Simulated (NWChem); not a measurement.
Species: methanol (CH4O); SMILES CO

Program: NWChem. Coordinates come from a PBE0/def2-SVP optimisation. Computed dipoles belong to the equilibrium geometry; the measured one is vibrationally averaged.

Measured dipole moment: 1.70 D (NIST CCCBDB, as tabulated in the package chemicals).

```json
[
 {"level": "PBE/3-21G", "dipole moment (D)": "1.68", "computed − measured": "-0.02"},
 {"level": "PBE/pcseg-1", "dipole moment (D)": "1.63", "computed − measured": "-0.07"},
 {"level": "PBE/aug-pcseg-1", "dipole moment (D)": "1.52", "computed − measured": "-0.18"},
 {"level": "PBE/pcseg-2", "dipole moment (D)": "1.59", "computed − measured": "-0.11"},
 {"level": "PBE/def2-TZVPP", "dipole moment (D)": "1.53", "computed − measured": "-0.17"},
 {"level": "PBE/def2-QZVP", "dipole moment (D)": "1.54", "computed − measured": "-0.16"}
]
```
